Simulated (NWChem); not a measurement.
All runs are NWChem calculations. System: N2 (+1), charge 1, spin multiplicity 2, at a geometry optimised with UB3LYP/def2-SVP. The structure started from a generated list of species. Its SCF solution wasn't tested for a lower state. Level: UB2PLYP/def2-QZVP, 2 core orbitals frozen.

Job file:

```
start mol
memory heap 200 mb stack 900 mb global 1100 mb
charge 1
geometry units angstroms nocenter noautoz
  N      0.000000     0.000000     0.556627
  N      0.000000     0.000000    -0.556627
  symmetry group D2h
end
basis spherical
  * library def2-qzvp
end
dft
  xc hfexch 0.53 becke88 0.47 lyp 0.73 mp2 0.27
  dftmp2
  odft
  mult 2
  semidirect memsize 60000000 filesize 0
  iterations 100
end
mp2
  freeze core 2
end
task dft energy
```

Output (cleaned and shortened):

```
             Northwest Computational Chemistry Package (NWChem) 7.3.0
             --------------------------------------------------------

                                NWChem Input Module
                                -------------------

 Scaling coordinates for geometry "geometry" by  1.889725989
 (inverse scale =  0.529177249)

 Turning off AUTOSYM since
 SYMMETRY directive was detected!

                             Geometry "geometry" -> ""
                             -------------------------

 Output coordinates in angstroms (scale by  1.889725989 to convert to a.u.)

  No.       Tag          Charge          X              Y              Z
 ---- ---------------- ---------- -------------- -------------- --------------
    1 N                    7.0000     0.00000000     0.00000000     0.55662700
    2 N                    7.0000     0.00000000     0.00000000    -0.55662700

 Effective nuclear repulsion energy (a.u.)      23.2917961229

            Nuclear Dipole moment (a.u.)
            ----------------------------
        X                 Y               Z
 ---------------- ---------------- ----------------
     0.0000000000     0.0000000000     0.0000000000

      Symmetry information
      --------------------

 Group name             D2h
 Group number             26
 Group order               8
 No. of unique centers     1

      Symmetry unique atoms

     1


 Summary of "ao basis" -> "" (spherical)
 ------------------------------------------------------------------------------
       Tag                 Description            Shells   Functions and Types
 ---------------- ------------------------------  ------  ---------------------
 *                         def2-qzvp                  on all atoms

  dft_input: which_mp2 not specified, using semidirect MP2 by default.

                                 NWChem DFT Module
                                 -----------------

 Summary of "ao basis" -> "ao basis" (spherical)
 ------------------------------------------------------------------------------
       Tag                 Description            Shells   Functions and Types
 ---------------- ------------------------------  ------  ---------------------
 N                         def2-qzvp                17       57   7s4p3d2f1g

 Summary of "ao basis" -> "ao basis" (spherical)
 ------------------------------------------------------------------------------
       Tag                 Description            Shells   Functions and Types
 ---------------- ------------------------------  ------  ---------------------
 N                         def2-qzvp                17       57   7s4p3d2f1g

      Symmetry analysis of basis
      --------------------------

        ag         24
        au          7
        b1g         7
        b1u        24
        b2g        13
        b2u        13
        b3g        13
        b3u        13

            General Information
            -------------------
          SCF calculation type: DFT
          Wavefunction type:  spin polarized.
          No. of atoms     :     2
          No. of electrons :    13
           Alpha electrons :     7
            Beta electrons :     6
          Charge           :     1
          Spin multiplicity:     2
          Use of symmetry is: on ; symmetry adaption is: on
          Maximum number of iterations: 100
          AO basis - number of functions:   114
                     number of shells:    34
          Convergence on energy requested:  1.00D-06
[...]
 overlap   0.999  1.000  1.000  1.000  1.000  1.000  1.000  0.999  1.000  1.000

   alpha     61     62     63     64     65     66     67     68     69     70
    beta     62     61     63     64     65     67     66     68     69     70
 overlap   1.000  1.000  1.000  1.000  1.000  1.000  1.000  1.000  1.000  1.000

   alpha     71     72     73     74     75     76     77     78     79     80
    beta     71     72     73     74     75     76     77     79     78     80
 overlap   1.000  1.000  1.000  1.000  1.000  1.000  1.000  1.000  1.000  1.000

   alpha     81     82     83     84     85     86     87     88     89     90
    beta     81     82     83     84     85     88     86     87     90     89
 overlap   1.000  1.000  1.000  1.000  1.000  1.000  1.000  1.000  0.999  0.999

   alpha     91     92     93     94     95     96     97     98     99    100
    beta     91     93     92     94     95     96     97     98     99    100
 overlap   1.000  1.000  1.000  0.999  0.999  1.000  1.000  1.000  1.000  1.000

   alpha    101    102    103    104    105    106    107    108    109    110
    beta    101    102    103    104    105    106    107    109    108    110
 overlap   0.999  1.000  1.000  1.000  1.000  0.999  1.000  1.000  1.000  1.000

   alpha    111    112    113    114
    beta    111    112    113    114
 overlap   1.000  1.000  1.000  1.000

     --------------------------
     Expectation value of S2:
     --------------------------
      <S2> =      0.7587 (Exact =     0.7500)

 center of mass
 --------------
 x =   0.00000000 y =   0.00000000 z =   0.00000000

 moments of inertia (a.u.)
 ------------------
          30.986995152947           0.000000000000           0.000000000000
           0.000000000000          30.986995152947           0.000000000000
           0.000000000000           0.000000000000           0.000000000000

     Multipole analysis of the density
     ---------------------------------

     L   x y z        total         alpha         beta         nuclear
     -   - - -        -----         -----         ----         -------
     0   0 0 0      1.000000     -7.000000     -6.000000     14.000000

     1   1 0 0     -0.000000     -0.000000     -0.000000      0.000000
     1   0 1 0     -0.000000     -0.000000     -0.000000      0.000000
     1   0 0 1     -0.000000     -0.000000     -0.000000      0.000000

     2   2 0 0     -6.206056     -3.274662     -2.931394      0.000000
     2   1 1 0     -0.000000     -0.000000     -0.000000      0.000000
     2   1 0 1     -0.000000      0.000000     -0.000000      0.000000
     2   0 2 0     -6.206056     -3.274662     -2.931394      0.000000
     2   0 1 1     -0.000000      0.000000     -0.000000      0.000000
     2   0 0 2     -4.282219    -11.597789     -8.174531     15.490101

                   NWChem MP2 Semi-direct Energy/Gradient Module
                   ---------------------------------------------

  Basis functions       =    114
  Molecular orbitals    =    114
  Frozen core           =      2
  Frozen virtuals       =      0
  Active alpha occupied =      5
  Active beta occupied  =      4
  Active alpha virtual  =    107
  Active beta virtual   =    108
  Use MO symmetry       = T
  Use skeleton AO sym   = T

  AO/Fock/Back tols     =   1.0D-09  1.0D-09  1.0D-09

 GA uses MA = F    GA memory limited = T

 Available:
  local mem=  4.43D+07
 global mem=  1.44D+08
 local disk=  0.00D+00
  mp2_memr nvloc                   107
  nvloc new                   107
   1 passes of   5:        7340032                      70713                  11931287.
   1 passes of   5: M     44322540           G      144153208           F      36982508.

 Semi-direct pass number   1 of   1  for UHF alpha       at        3.6s
  vrange nnbf                  6547
  mp2_eaftype                    45  avail_ma_in_mb                   386
 EAF : mp2_eaftype filesize          45    5965643.
  mp2_eaf for mointskh                     45
Node 0 wrote     28.0 Mb in      0.0 s     Agg I/O rate:  1602.9 Mb/s
 Done moints_semi at        7.6s
  mp2_eaftype                    45  avail_ma_in_mb                   386
 EAF : mp2_eaftype filesize          45    5965643.
  mp2_eaf for kh                    45
 Done maket at        7.7s
 Done multipass loop at        7.7s

 GA uses MA = F    GA memory limited = T

 Available:
  local mem=  4.43D+07
 global mem=  1.44D+08
 local disk=  0.00D+00
  mp2_memr nvloc                   108
  nvloc new                   108
   1 passes of   4:        7340032                      62203                   9638527.
   1 passes of   4: M     44322540           G      144153208           F      36982508.

 Semi-direct pass number   1 of   1  for UHF beta        at        7.8s
  vrange nnbf                  6547
  mp2_eaftype                    36  avail_ma_in_mb                   386
 EAF : mp2_eaftype filesize          36    4819264.
  mp2_eaf for mointskh                     36
Node 0 wrote     22.6 Mb in      0.0 s     Agg I/O rate:  1660.2 Mb/s
 Done moints_semi at       13.2s
  mp2_eaftype                    36  avail_ma_in_mb                   386
 EAF : mp2_eaftype filesize          36    4819264.
  mp2_eaf for kh                    36
 Done maket at       13.3s
 Done multipass loop at       13.3s

          -------------------------------------------
          DFT energy                    -108.800920302108
          Unscaled MP2 energy             -0.533720288523
          Total DFT+MP2 energy          -108.945024780009
          -------------------------------------------

 -----------------------
 Performance information
 -----------------------

 Timer overhead =  1.85D-07 seconds/call

               Nr. of calls         CPU time (s)                 Wall time (s)                GFlops
             ---------------    -------------------     ------------------------------   -------------------
Name         Min   Avg   Max    Min     Avg     Max     Min     Avg     Max   Mx/calls   Min     Max     Sum
mp2: moin     2     2     2    9.5     9.5     9.5      9.5     9.5     9.5     4.7      0.0     0.0     0.0
mp2: make     2     2     2   0.16    0.16    0.16     0.16    0.16    0.16    7.94E-2   0.0     0.0     0.0
mp2: tota     1     1     1    9.8     9.8     9.8      9.8     9.8     9.8     9.8      0.0     0.0     0.0

 The average no. of pstat calls per process was 5.00D+00
 with a timing overhead of 9.25D-07s

 Task  times  cpu:       13.2s     wall:       13.2s

 Total times  cpu:       13.3s     wall:       13.3s
```
